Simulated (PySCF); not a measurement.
# C3H4FO: the cost of one run

Computed with PySCF 2.14.0 and routines of our own; the level stands in each step. Atoms count from 0.

## Step 1: The system as given

9 atoms, charge -1, multiplicity 1; geometry from: GFN2-xTB.

## Step 2: Magnetic properties: GIAO PBE0/aug-pcSseg-1

Job settings and geometry (Å):

```
{"job": {"kind": "mag", "xc": "PBE0", "basis": "aug-pcSseg-1", "isotopologues": 2}, "charge": -1, "multiplicity": 1}
C     -1.149973     0.026456     0.007911
C      0.293490     0.403488     0.122070
F      0.434341     1.745909     0.546051
C      1.372814    -0.377709    -0.124711
O      2.607564    -0.153838    -0.055391
H     -1.680772     0.655075    -0.719908
H     -1.675589     0.127879     0.967078
H     -1.225213    -1.010121    -0.315970
H      1.036899    -1.411145    -0.452309
```

Method: GIAO PBE0/aug-pcSseg-1 magnetisability, rotational g tensor and spin-rotation constants, non-relativistic, gas phase.

Started as:

```bash
$ OMP_NUM_THREADS=1 python excited_run.py task.json out
```

This one command runs all jobs of the session in turn.

**Question.** How long does this first job take on 1 thread of Arm Neoverse V2, shared host, and how much memory does it need?

About 11 s, with a peak of 0.72 GiB.
